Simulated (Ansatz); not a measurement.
The first iterations of a band of AlClH + FH (5 atoms, charge 0, multiplicity 2).

All numbers below come from UKS revPBE-D4/cc-pVDZ in Ansatz 0.2.0.

- movable images: 5
- climbing image: yes
- spring: 5.0 eV/Å²
- optimiser: quadratic models (default)
- start path: through a guess of the saddle point
- force threshold: 0.2 eV/Å
- iteration limit: 60
- end points: relaxed

Image 0:

```xyz
5
Properties=species:S:1:pos:R:3
Al 0.342 0.000 -0.034
H 0.325 0.000 2.698
Cl 1.724 0.000 -1.726
H -1.217 0.000 -0.478
F -0.594 0.000 2.484
```

Image 6:

```xyz
5
Properties=species:S:1:pos:R:3
Al -0.340 0.737 -0.049
H 0.799 -0.275 1.669
Cl 1.709 -0.262 -0.130
H -1.517 -0.274 -0.530
F -0.070 0.074 1.984
```

| iteration | highest image above the first end (eV) | largest band force component (eV/Å) |
| --- | --- | --- |
| 1 | 4.767 | 42.097 |
| 2 | 0.599 | 5.850 |
| 3 | 0.696 | 6.195 |
| 4 | 0.396 | 3.002 |
| 5 | 0.179 | 0.991 |

Does the band converge within its limit, and where does its top end?

It converged. It ended after 15 iterations with the highest image 0.000 eV above the first end. The highest image is an end point: on this band no image between the ends rises above it.

The run took 2.7 min on 1 thread of Arm Neoverse V2 (shared host), peak memory 0.13 GiB.
